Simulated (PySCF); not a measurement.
**One shape, several levels: C2H4F2 (1,2-difluoroethane)**

Aim: a comparison of 5 runs (M06-L/def2-SVPD, SVWN5/def2-SVPD, TPSS/def2-SVPD, r2SCAN/def2-SVPD, revPBE/def2-SVPD) of C2H4F2 (1,2-difluoroethane). Input form: a Python script.

Program for the calculation: PySCF 2.14.0.

### 1 The system as given

C2H4F2: 8 atoms, total charge 0, spin state singlet. SMILES: `FCCF`. The shape is that of a PBE0-D4/def2-TZVP optimisation. This is one conformer, not always the lowest.

Bond lengths: F1–C2 1.378 Å, C2–C3 1.498 Å, C3–F4 1.378 Å, C2–H5 1.094 Å, C2–H6 1.095 Å, C3–H7 1.095 Å, C3–H8 1.094 Å. Some angles: F1–C2–C3 110.9°, C2–C3–F4 110.9°, F1–C2–H5 108.2°, F1–C2–H6 108.3°, C3–C2–H5 110.5°, C3–C2–H6 109.4°, C2–C3–H7 109.4°, C2–C3–H8 110.5°, F4–C3–H7 108.3°, F4–C3–H8 108.2°.

### 2 The energy at M06-L/def2-SVPD (run 1)

Contents of run.py:

```python
# FCCF
from pyscf import gto, dft

molecule = gto.Mole()
molecule.atom = [
    ('F', (-1.312370, 0.775570, 0.874010)),
    ('C', (-0.115750, 0.716060, 0.193200)),
    ('C', (0.217900, -0.696080, -0.177380)),
    ('F', (-0.618130, -1.153280, -1.172850)),
    ('H', (-0.201180, 1.337840, -0.702830)),
    ('H', (0.670250, 1.117960, 0.841860)),
    ('H', (1.248900, -0.742470, -0.544780)),
    ('H', (0.110390, -1.355610, 0.688780)),
]
molecule.max_memory = 1860
molecule.basis = 'def2-svpd'
molecule.verbose = 3
molecule.build()

calc0 = dft.RKS(molecule, xc='m06-l')
calc0.conv_tol = 1e-10
calc0.grids.level = 5
calc0.kernel()
if not calc0.converged:
    calc0 = calc0.newton().run(calc0.mo_coeff, calc0.mo_occ)

e_tot = calc0.e_tot
print('E(%s) = %.9f' % ('M06-L', e_tot))
```

The run is started by

```bash
$ OMP_NUM_THREADS=1 python run.py
```

The program printed:

```text
converged SCF energy = -278.055535770304
E(M06-L) = -278.055535770
```

Run time: 74 s. Hardware: 1 thread of Arm Neoverse N1, shared host; peak memory 0.68 GiB.

### 3 The energy at SVWN5/def2-SVPD (run 2)

Contents of input.py:

```python
from pyscf import gto, dft

molecule = gto.Mole()
molecule.atom = '''
F       -1.312370       0.775570       0.874010
C       -0.115750       0.716060       0.193200
C        0.217900      -0.696080      -0.177380
F       -0.618130      -1.153280      -1.172850
H       -0.201180       1.337840      -0.702830
H        0.670250       1.117960       0.841860
H        1.248900      -0.742470      -0.544780
H        0.110390      -1.355610       0.688780
'''
molecule.verbose = 3
molecule.spin = 0
molecule.basis = 'def2-svpd'
molecule.charge = 0
molecule.max_memory = 1860
molecule.build()

mf = dft.RKS(molecule, xc='svwn')
mf.conv_tol = 1e-10
mf.grids.level = 5
mf.kernel()
if not mf.converged:
    mf = mf.newton().run(mf.mo_coeff, mf.mo_occ)

e_tot = mf.e_tot
print('Final energy', e_tot)
```

The run is started by

```bash
$ OMP_NUM_THREADS=1 python input.py
```

The program printed:

```text
converged SCF energy = -276.100145848764
Final energy -276.1001458487637
```

Wall time 22 s (1 thread of Arm Neoverse N1, shared host); peak memory 0.44 GiB.

Runs 3 to 4 aren't shown in full; the table further down has their settings and results.

### 4 The energy at revPBE/def2-SVPD (run 5)

Contents of calc.py:

```python
from pyscf import gto, dft

mol = gto.Mole()
mol.atom = '''
F     -1.312370     0.775570     0.874010
C     -0.115750     0.716060     0.193200
C      0.217900    -0.696080    -0.177380
F     -0.618130    -1.153280    -1.172850
H     -0.201180     1.337840    -0.702830
H      0.670250     1.117960     0.841860
H      1.248900    -0.742470    -0.544780
H      0.110390    -1.355610     0.688780
'''
mol.verbose = 3
mol.spin = 0
mol.max_memory = 1860
mol.basis = 'def2-svpd'
mol.build()

ks = dft.RKS(mol)
ks.xc = 'revpbe'
ks.conv_tol = 1e-10
ks.grids.level = 5
ks.kernel()
if not ks.converged:
    ks = ks.newton().run(ks.mo_coeff, ks.mo_occ)

e_final = ks.e_tot
print('E = %.10f Eh' % e_final)
```

The run is started by

```bash
$ OMP_NUM_THREADS=1 python calc.py
```

The program printed:

```text
converged SCF energy = -278.010838438221
E = -278.0108384382 Eh
```

Run time: 34 s. Hardware: 1 thread of Arm Neoverse N1, shared host; peak memory 0.64 GiB.

### 5 All runs side by side

| run | level | energy (Eh) | dipole moment (D) | HOMO energy (eV) | LUMO energy (eV) | wall time |
| --- | --- | --- | --- | --- | --- | --- |
| 1 | M06-L/def2-SVPD | -278.055536 | 2.62 | -8.28 | 0.59 | 74 s |
| 2 | SVWN5/def2-SVPD | -276.100146 | 2.68 | -8.06 | -0.05 | 22 s |
| 3 | TPSS/def2-SVPD | -278.129773 | 2.64 | -8.01 | 0.19 | 76 s |
| 4 | r2SCAN/def2-SVPD | -277.961559 | 2.67 | -8.30 | 0.85 | 74 s |
| 5 | revPBE/def2-SVPD | -278.010838 | 2.57 | -7.86 | -0.03 | 34 s |

### 6 Summary of results

```
            quantity          value
 run 5: total energy  -278.01084 Eh
run 5: dipole moment         2.57 D
  run 5: HOMO energy       -7.86 eV
  run 5: LUMO energy       -0.03 eV
run 5: HOMO–LUMO gap        7.83 eV
```

The dipole moment (its size) runs from 2.57 D (revPBE/def2-SVPD) to 2.68 D (SVWN5/def2-SVPD). The HOMO–LUMO gap runs from 7.83 eV (revPBE/def2-SVPD) to 9.15 eV (r2SCAN/def2-SVPD). Totals of different functionals can't be ranked against each other. All runs together took 4.7 min, the longest 76 s.
